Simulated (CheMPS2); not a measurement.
**C2H5F (SMILES CCF) at DMRG/STO-6G, part 1 of 2**

Aim: the vertical electron affinity of C2H5F at DMRG/STO-6G, from 2 runs. 

Program for the calculation: CheMPS2 1.8.12.

3 further runs of the same task are left out: 1 that didn't finish, 2 set aside as unsound or not needed.

## Step 1: The molecule

The species is C2H5F (8 atoms), meant as a singlet with charge 0. As SMILES, `CCF`. The shape is that of a PBE0-D4/def2-TZVP optimisation.

Bond lengths: C1–C2 1.504 Å, C2–F3 1.386 Å, C1–H4 1.093 Å, C1–H5 1.092 Å, C1–H6 1.091 Å, C2–H7 1.094 Å, C2–H8 1.094 Å. Some angles: C1–C2–F3 110.1°, C1–C2–H7 111.6°, C1–C2–H8 111.6°, F3–C2–H7 107.4°, F3–C2–H8 107.4°, C2–C1–H4 109.9°, C2–C1–H5 110.8°, C2–C1–H6 110.8°, H7–C2–H8 108.6°, H4–C1–H5 108.4°.

## Step 2: A single-point energy at DMRG/STO-6G

File prepare.py:

```python
from pyscf import ao2mo, cc, dft, gto, mcscf, mp, scf
from pyscf.tools import fcidump

geom = """
C
C 1 1.503643
F 2 1.386054 1 110.09735
H 1 1.092988 2 109.86921 3 -179.99878
H 1 1.091561 4 108.36245 2 121.1445
H 1 1.091487 5 108.63345 4 -117.53214
H 2 1.094319 3 107.38351 1 121.66408
H 2 1.094351 7 108.64763 3 -115.84888
"""
mol = gto.M(
    atom=geom,
    basis="sto-6g",
    spin=0,
    verbose=4,
)
print("basis functions               : %d" % (mol.nao))
mf = scf.RHF(mol)
mf.conv_tol = 1e-10
mf.max_cycle = 200
mf.kernel()
if not mf.converged:
    mf = mf.newton().run(mf.mo_coeff, mf.mo_occ)
print(f"E(SCF)                        : {mf.e_tot:.10f}")
# single-reference ladder for comparison
ref = mf
pt = mp.MP2(ref, frozen=3).run()
mycc = cc.CCSD(ref, frozen=3)
mycc.max_cycle = 150
mycc.kernel()
print("E(MP2)                        : %.10f" % (pt.e_tot))
if mycc.converged:
    print("E(CCSD)                       : %.10f" % (mycc.e_tot))
    print("CCSD(T) total energy          : %.10f" % (mycc.e_tot + mycc.ccsd_t()))
    print("T1                            : %.4f" % (mycc.get_t1_diagnostic()))
# a few density functionals on the same geometry and basis
ks = dft.RKS(mol, xc="revpbe").set(conv_tol=1e-9, verbose=3).run()
if ks.converged:
    print(f"E(revPBE)                     : {ks.e_tot:.8f}")
ks = dft.RKS(mol, xc="hse06").set(conv_tol=1e-9, verbose=3).run()
if ks.converged:
    print(f"E(HSE06)                      : {ks.e_tot:.8f}")
ks = dft.RKS(mol, xc="bhandhlyp").set(conv_tol=1e-9, verbose=3).run()
if ks.converged:
    print(f"E(BHLYP)                      : {ks.e_tot:.8f}")
ks = dft.RKS(mol, xc="blyp").set(conv_tol=1e-9, verbose=3).run()
if ks.converged:
    print("E(BLYP)                       : %.8f" % (ks.e_tot))
# rotate to MP2 natural orbitals
occ_no, mo = mcscf.addons.make_natural_orbitals(mp.MP2(mf, frozen=3).run())
mf.mo_coeff = mo
# write the integrals of the correlated orbitals
cas = mcscf.CASCI(mf, 17, 20)
h1, ecore = cas.get_h1eff()
fcidump.from_integrals("FCIDUMP", h1, cas.get_h2eff(), 17, 20, nuc=ecore, ms=0)
```

File chemps2.input:

```
FCIDUMP = FCIDUMP
GROUP = 0
MULTIPLICITY = 1
NELECTRONS = 20
IRREP = 0
EXCITATION = 0
SWEEP_STATES = 112, 150, 150
SWEEP_ENERGY_CONV = 1e-04, 1e-04, 1e-06
SWEEP_MAX_SWEEPS = 2, 3, 6
SWEEP_NOISE_PREFAC = 0.05, 0.005, 0.0
SWEEP_DVDSON_RTOL = 3e-05, 3e-05, 3e-06
NOCC = 0
NACT = 17
NVIR = 0
MOLCAS_FIEDLER = TRUE
PRINT_CORR = FALSE
TMP_FOLDER = .
```

Started as:

```console
python prepare.py && chemps2 --file=chemps2.input
```

The program printed:

```text
$ python prepare.py

[INPUT] verbose = 4
[INPUT] num. atoms = 8
[INPUT] num. electrons = 26
[INPUT] charge = 0
[INPUT] spin (= nelec alpha-beta = 2S) = 0
[INPUT] symmetry False subgroup None
[INPUT] Mole.unit = angstrom
[INPUT] Symbol           X                Y                Z      unit          X                Y                Z       unit  Magmom
[INPUT]  1 C      0.000000000000   0.000000000000   0.000000000000 AA    0.000000000000   0.000000000000   0.000000000000 Bohr   0.0
[INPUT]  2 C      1.503643000000   0.000000000000   0.000000000000 AA    2.841473459119   0.000000000000   0.000000000000 Bohr   0.0
[INPUT]  3 F      1.979913691580   0.000000000000   1.301657373988 AA    3.741494627363   0.000000000000   2.459775944858 Bohr   0.0
[INPUT]  4 H     -0.371478424940  -0.000021887591  -1.027923415177 AA   -0.701992484321  -0.000041361552  -1.942493731712 Bohr   0.0
[INPUT]  5 H     -0.387038708788   0.886671857758   0.505489338444 AA   -0.731397159215   1.675566973522   0.955236408548 Bohr   0.0
[INPUT]  6 H     -0.387093823447  -0.886517243252   0.505558523254 AA   -0.731501310825  -1.675274794451   0.955367148890 Bohr   0.0
[INPUT]  7 H      1.906131217434   0.888877775805  -0.495412563696 AA    3.602065958434   1.679735554484  -0.936194064054 Bohr   0.0
[INPUT]  8 H      1.905994999188  -0.889035775107  -0.495310377975 AA    3.601808543257  -1.680034129893  -0.936000961028 Bohr   0.0

nuclear repulsion = 79.4159659787343
number of shells = 14
number of NR pGTOs = 120
number of NR cGTOs = 20
basis = sto-6g
ecp = {}
CPU time:         0.42
basis functions               : 20

******** <class 'pyscf.scf.hf.RHF'> ********
method = RHF
initial guess = minao
damping factor = 0
level_shift factor = 0
DIIS = <class 'pyscf.scf.diis.CDIIS'>
diis_start_cycle = 1
diis_space = 8
diis_damp = 0
SCF conv_tol = 1e-10
SCF conv_tol_grad = None
SCF max_cycles = 200
direct_scf = True
direct_scf_tol = 1e-13
chkfile to save SCF result = tmp3ypavnhy
max_memory 1800 MB (current use 108 MB)
Set gradient conv threshold to 1e-05
Initial guess from minao.
init E= -177.618672055125
  HOMO = -0.340107587825761  LUMO = 0.343638957978692  gap/eV = 18.60569
cycle= 1 E= -177.361571508398  delta_E= 0.257  |g|= 0.393  |ddm|= 3.05
  HOMO = -0.308895284924726  LUMO = 0.526437336082288  gap/eV = 22.73056
cycle= 2 E= -177.429052502198  delta_E= -0.0675  |g|= 0.0985  |ddm|= 0.684
  HOMO = -0.394439950445224  LUMO = 0.558526859247365  gap/eV = 25.93155
cycle= 3 E= -177.432419068654  delta_E= -0.00337  |g|= 0.0244  |ddm|= 0.142
  HOMO = -0.410161728313965  LUMO = 0.550552598222355  gap/eV = 26.14237
cycle= 4 E= -177.432772103255  delta_E= -0.000353  |g|= 0.00354  |ddm|= 0.0573
  HOMO = -0.409056721954662  LUMO = 0.551584458697365  gap/eV = 26.14038
cycle= 5 E= -177.432779459761  delta_E= -7.36e-06  |g|= 0.000465  |ddm|= 0.00884
  HOMO = -0.409343588849714  LUMO = 0.551533170440418  gap/eV = 26.14679
cycle= 6 E= -177.432779579971  delta_E= -1.2e-07  |g|= 4.44e-05  |ddm|= 0.00107
  HOMO = -0.409355259946771  LUMO = 0.551508176566017  gap/eV = 26.14643
cycle= 7 E= -177.432779580733  delta_E= -7.62e-10  |g|= 8.1e-06  |ddm|= 7.4e-05
  HOMO = -0.409357690752541  LUMO = 0.551505256737484  gap/eV = 26.14641
cycle= 8 E= -177.432779580764  delta_E= -3.06e-11  |g|= 1.22e-06  |ddm|= 1.47e-05
  HOMO = -0.409357999987434  LUMO = 0.551505651838268  gap/eV = 26.14643
Extra cycle  E= -177.432779580765  delta_E= -7.96e-13  |g|= 3.85e-07  |ddm|= 2.01e-06
converged SCF energy = -177.432779580765
E(SCF)                        : -177.4327795808

******** <class 'pyscf.mp.mp2.RMP2'> ********
nocc = 10, nmo = 17
frozen orbitals 3
max_memory 1800 MB (current use 122 MB)
E(RMP2) = -177.55208481991  E_corr = -0.119305239145797
E(SCS-RMP2) = -177.566575376989  E_corr = -0.133795796224553
E_corr(same-spin) = -0.0108121047120036
E_corr(oppo-spin) = -0.108493134433793

******** <class 'pyscf.cc.ccsd.CCSD'> ********
CC2 = 0
CCSD nocc = 10, nmo = 17
frozen orbitals 3
max_cycle = 150
direct = 0
conv_tol = 1e-07
conv_tol_normt = 1e-05
diis_space = 6
diis_start_cycle = 0
diis_start_energy_diff = 1e+09
max_memory 1800 MB (current use 123 MB)
Init t2, MP2 energy = -177.552084819349  E_corr(MP2) -0.119305238584557
Init E_corr(CCSD) = -0.119305238584615
cycle = 1  E_corr(CCSD) = -0.146951069782561  dE = -0.0276458312  norm(t1,t2) = 0.0470813
cycle = 2  E_corr(CCSD) = -0.156039414940537  dE = -0.00908834516  norm(t1,t2) = 0.0171768
cycle = 3  E_corr(CCSD) = -0.161203818857843  dE = -0.00516440392  norm(t1,t2) = 0.00696275
cycle = 4  E_corr(CCSD) = -0.161444322785028  dE = -0.000240503927  norm(t1,t2) = 0.00111197
cycle = 5  E_corr(CCSD) = -0.161455608379318  dE = -1.12855943e-05  norm(t1,t2) = 0.000452216
cycle = 6  E_corr(CCSD) = -0.161459692599227  dE = -4.08421991e-06  norm(t1,t2) = 7.11995e-05
cycle = 7  E_corr(CCSD) = -0.161460122746235  dE = -4.30147008e-07  norm(t1,t2) = 2.65898e-05
cycle = 8  E_corr(CCSD) = -0.161460332953709  dE = -2.10207473e-07  norm(t1,t2) = 8.22025e-06
cycle = 9  E_corr(CCSD) = -0.161460273365583  dE = 5.95881256e-08  norm(t1,t2) = 2.79801e-06
CCSD converged
E(CCSD) = -177.5942398541301  E_corr = -0.161460273365583
E(MP2)                        : -177.5520848199
E(CCSD)                       : -177.5942398541
CCSD(T) correction = -0.00126824248644482
CCSD(T) total energy          : -177.5955080966
T1                            : 0.0052
radial grids:
    Treutler-Ahlrichs [JCP 102, 346 (1995); DOI:10.1063/1.469408] (M4) radial grids

becke partition: Becke, JCP 88, 2547 (1988); DOI:10.1063/1.454033
pruning grids: <function nwchem_prune at 0xe221fa8cc180>
grids dens level: 3
symmetrized grids: False
atomic radii adjust function: <function treutler_atomic_radii_adjust at 0xe221fa8cc680>
tot grids = 91544
converged SCF energy = -178.298110295089
E(revPBE)                     : -178.29811030
radial grids:
    Treutler-Ahlrichs [JCP 102, 346 (1995); DOI:10.1063/1.469408] (M4) radial grids

becke partition: Becke, JCP 88, 2547 (1988); DOI:10.1063/1.454033
pruning grids: <function nwchem_prune at 0xe221fa8cc180>
grids dens level: 3
symmetrized grids: False
atomic radii adjust function: <function treutler_atomic_radii_adjust at 0xe221fa8cc680>
tot grids = 91544
converged SCF energy = -178.186770602399
E(HSE06)                      : -178.18677060
radial grids:
    Treutler-Ahlrichs [JCP 102, 346 (1995); DOI:10.1063/1.469408] (M4) radial grids

becke partition: Becke, JCP 88, 2547 (1988); DOI:10.1063/1.454033
pruning grids: <function nwchem_prune at 0xe221fa8cc180>
grids dens level: 3
symmetrized grids: False
atomic radii adjust function: <function treutler_atomic_radii_adjust at 0xe221fa8cc680>
tot grids = 91544
converged SCF energy = -178.278246586539
E(BHLYP)                      : -178.27824659
radial grids:
    Treutler-Ahlrichs [JCP 102, 346 (1995); DOI:10.1063/1.469408] (M4) radial grids

becke partition: Becke, JCP 88, 2547 (1988); DOI:10.1063/1.454033
pruning grids: <function nwchem_prune at 0xe221fa8cc180>
grids dens level: 3
symmetrized grids: False
atomic radii adjust function: <function treutler_atomic_radii_adjust at 0xe221fa8cc680>
tot grids = 91544
converged SCF energy = -178.255423780748
E(BLYP)                       : -178.25542378

******** <class 'pyscf.mp.mp2.RMP2'> ********
nocc = 10, nmo = 17
frozen orbitals 3
max_memory 1800 MB (current use 140 MB)
E(RMP2) = -177.55208481991  E_corr = -0.119305239145797
E(SCS-RMP2) = -177.566575376989  E_corr = -0.133795796224553
E_corr(same-spin) = -0.0108121047120036
E_corr(oppo-spin) = -0.108493134433793

$ chemps2 --file=chemps2.input

Running chemps2 version 1.8.12 () with the following options:

   FCIDUMP            = FCIDUMP
   GROUP              = c1
   MULTIPLICITY       = 1
   NELECTRONS         = 20
   IRREP              = A
   EXCITATION         = 0
   SWEEP_STATES       = [ 112 ; 150 ; 150 ]
   SWEEP_ENERGY_CONV  = [ 0.0001 ; 0.0001 ; 1e-06 ]
   SWEEP_MAX_SWEEPS   = [ 2 ; 3 ; 6 ]
   SWEEP_NOISE_PREFAC = [ 0.05 ; 0.005 ; 0 ]
   SWEEP_DVDSON_RTOL  = [ 3e-05 ; 3e-05 ; 3e-06 ]
   NOCC               = [ 0 ]
   NACT               = [ 17 ]
   NVIR               = [ 0 ]
   MOLCAS_2RDM        =
   MOLCAS_3RDM        =
   MOLCAS_F4RDM       =
   MOLCAS_FOCK        =
   MOLCAS_FIEDLER     = TRUE
   MOLCAS_MPS         = FALSE
   MOLCAS_STATE_AVG   = FALSE
   PRINT_CORR         = FALSE
   TMP_FOLDER         = .

CheMPS2::Hamiltonian : Reading FCIDUMP file FCIDUMP
CheMPS2::Hamiltonian : Finished reading FCIDUMP file FCIDUMP
   EdmistonRuedenberg::FiedlerGlobal : Cost function at start = 278.304659140216
   EdmistonRuedenberg::FiedlerGlobal : Cost function at end   = 138.489953982246
   EdmistonRuedenberg::FiedlerGlobal : Reordering = [ 1, 2, 0, 9, 10, 11, 8, 4, 3, 12, 15, 5, 7, 13, 6, 14, 16 ].

   CheMPS2: a spin-adapted implementation of DMRG for ab initio quantum chemistry

   Stats: nIt(DAVIDSON) = 18
Energy at sites (15, 16) is -170.108406858123
   Stats: nIt(DAVIDSON) = 14
Energy at sites (14, 15) is -170.616683834784
   Stats: nIt(DAVIDSON) = 22
Energy at sites (13, 14) is -171.571142183275
   Stats: nIt(DAVIDSON) = 21
Energy at sites (12, 13) is -171.918601656359
   Stats: nIt(DAVIDSON) = 18
Energy at sites (11, 12) is -172.616817491574
   Stats: nIt(DAVIDSON) = 14
Energy at sites (10, 11) is -173.829437787819
   Stats: nIt(DAVIDSON) = 11
Energy at sites (9, 10) is -174.613700422121
   Stats: nIt(DAVIDSON) = 8
Energy at sites (8, 9) is -174.616373340615
   Stats: nIt(DAVIDSON) = 13
Energy at sites (7, 8) is -175.116120556209
   Stats: nIt(DAVIDSON) = 14
Energy at sites (6, 7) is -175.551230822112
   Stats: nIt(DAVIDSON) = 20
Energy at sites (5, 6) is -176.727977385847
   Stats: nIt(DAVIDSON) = 16
Energy at sites (4, 5) is -177.54363515842
   Stats: nIt(DAVIDSON) = 8
Energy at sites (3, 4) is -177.544229600379
   Stats: nIt(DAVIDSON) = 2
Energy at sites (2, 3) is -177.544229485787
   Stats: nIt(DAVIDSON) = 1
Energy at sites (1, 2) is -177.544229485787
******************************************************************
***  Information on left sweep 0 of instruction 0:
***     Elapsed wall time        = 18.163257 seconds
***     Minimum energy           = -177.544229600379
***     Maximum discarded weight = 0
******************************************************************
   Stats: nIt(DAVIDSON) = 1
Energy at sites (0, 1) is -177.544229485787
   Stats: nIt(DAVIDSON) = 1
Energy at sites (1, 2) is -177.544229485787
   Stats: nIt(DAVIDSON) = 1
Energy at sites (2, 3) is -177.544229485787
   Stats: nIt(DAVIDSON) = 3
Energy at sites (3, 4) is -177.544229600348
   Stats: nIt(DAVIDSON) = 6
Energy at sites (4, 5) is -177.544264348464
   Stats: nIt(DAVIDSON) = 7
Energy at sites (5, 6) is -177.544882452848
   Stats: nIt(DAVIDSON) = 7
Energy at sites (6, 7) is -177.546944933443
   Stats: nIt(DAVIDSON) = 9
Energy at sites (7, 8) is -177.571736264093
   Stats: nIt(DAVIDSON) = 9
Energy at sites (8, 9) is -177.587736894469
   Stats: nIt(DAVIDSON) = 8
Energy at sites (9, 10) is -177.591461241485
   Stats: nIt(DAVIDSON) = 8
Energy at sites (10, 11) is -177.592906369296
   Stats: nIt(DAVIDSON) = 7
Energy at sites (11, 12) is -177.594534696557
   Stats: nIt(DAVIDSON) = 5
Energy at sites (12, 13) is -177.594499129057
   Stats: nIt(DAVIDSON) = 2
Energy at sites (13, 14) is -177.594499043944
   Stats: nIt(DAVIDSON) = 1
Energy at sites (14, 15) is -177.594499043944
******************************************************************
***  Information on right sweep 0 of instruction 0:
***     Elapsed wall time        = 6.329952 seconds
***     Minimum energy           = -177.594534696557
***     Maximum discarded weight = 1.90300443799079e-05
***     Energy difference with respect to previous leftright sweep = 177.594499043944
******************************************************************
[... 15 site updates ...]
******************************************************************
***  Information on left sweep 1 of instruction 0:
***     Elapsed wall time        = 4.016285 seconds
***     Minimum energy           = -177.595113003305
***     Maximum discarded weight = 2.53098698221562e-05
******************************************************************
[... 15 site updates ...]
******************************************************************
***  Information on right sweep 1 of instruction 0:
***     Elapsed wall time        = 3.671373 seconds
***     Minimum energy           = -177.595220253375
***     Maximum discarded weight = 2.53796495262628e-05
***     Energy difference with respect to previous leftright sweep = 0.000632498758278643
******************************************************************
***  Information on completed instruction 0:
***     The reduced virtual dimension DSU(2)               = 112
***     The total number of reduced MPS variables          = 48179
***     Minimum energy encountered during all instructions = -177.595220253375
***     Minimum energy encountered during the last sweep   = -177.595220253375
***     Maximum discarded weight during the last sweep     = 2.53796495262628e-05
******************************************************************
[... 15 site updates ...]
******************************************************************
***  Information on left sweep 0 of instruction 1:
***     Elapsed wall time        = 5.055186 seconds
***     Minimum energy           = -177.59540852157
***     Maximum discarded weight = 1.10913048715049e-05
******************************************************************
[... 15 site updates ...]
******************************************************************
***  Information on right sweep 0 of instruction 1:
***     Elapsed wall time        = 5.626081 seconds
***     Minimum energy           = -177.595487832156
***     Maximum discarded weight = 1.6611607630607e-05
***     Energy difference with respect to previous leftright sweep = 0.00030816523516819
******************************************************************
[... 15 site updates ...]
******************************************************************
***  Information on left sweep 1 of instruction 1:
***     Elapsed wall time        = 5.58357 seconds
***     Minimum energy           = -177.595510961662
***     Maximum discarded weight = 1.80460171408179e-05
******************************************************************
[... 15 site updates ...]
******************************************************************
***  Information on right sweep 1 of instruction 1:
***     Elapsed wall time        = 5.646147 seconds
***     Minimum energy           = -177.595519207508
***     Maximum discarded weight = 1.75762335482048e-05
***     Energy difference with respect to previous leftright sweep = 1.4767278258887e-05
******************************************************************
***  Information on completed instruction 1:
***     The reduced virtual dimension DSU(2)               = 150
***     The total number of reduced MPS variables          = 79443
***     Minimum energy encountered during all instructions = -177.595519207508
***     Minimum energy encountered during the last sweep   = -177.595519207508
***     Maximum discarded weight during the last sweep     = 1.75762335482048e-05
******************************************************************
[... 15 site updates ...]
******************************************************************
***  Information on left sweep 0 of instruction 2:
***     Elapsed wall time        = 7.754113 seconds
***     Minimum energy           = -177.595522935958
***     Maximum discarded weight = 1.76402263452051e-05
******************************************************************
[... 15 site updates ...]
******************************************************************
***  Information on right sweep 0 of instruction 2:
***     Elapsed wall time        = 7.605396 seconds
***     Minimum energy           = -177.595527241971
***     Maximum discarded weight = 1.76683710009219e-05
***     Energy difference with respect to previous leftright sweep = 7.50257743220573e-06
******************************************************************
[... 15 site updates ...]
******************************************************************
***  Information on left sweep 1 of instruction 2:
***     Elapsed wall time        = 7.598158 seconds
***     Minimum energy           = -177.595531330133
***     Maximum discarded weight = 1.77416349281358e-05
******************************************************************
[... 15 site updates ...]
******************************************************************
***  Information on right sweep 1 of instruction 2:
***     Elapsed wall time        = 7.593428 seconds
***     Minimum energy           = -177.595532522577
***     Maximum discarded weight = 1.76120677132913e-05
***     Energy difference with respect to previous leftright sweep = 2.5145601227905e-06
******************************************************************
[... 15 site updates ...]
******************************************************************
***  Information on left sweep 2 of instruction 2:
***     Elapsed wall time        = 7.557665 seconds
***     Minimum energy           = -177.59553270846
***     Maximum discarded weight = 1.76310431460965e-05
******************************************************************
[... 15 site updates ...]
******************************************************************
***  Information on right sweep 2 of instruction 2:
***     Elapsed wall time        = 7.466146 seconds
***     Minimum energy           = -177.595533959382
***     Maximum discarded weight = 1.77099523334306e-05
***     Energy difference with respect to previous leftright sweep = 9.79563282044182e-07
******************************************************************
***  Information on completed instruction 2:
***     The reduced virtual dimension DSU(2)               = 150
***     The total number of reduced MPS variables          = 80060
***     Minimum energy encountered during all instructions = -177.595533959382
***     Minimum energy encountered during the last sweep   = -177.595533959382
***     Maximum discarded weight during the last sweep     = 1.77099523334306e-05
******************************************************************
```

Run time: 1.9 min. Hardware: 1 thread of Arm Neoverse V2, shared host; peak memory 0.2 GiB.

(Continued in part 2 of 2.)
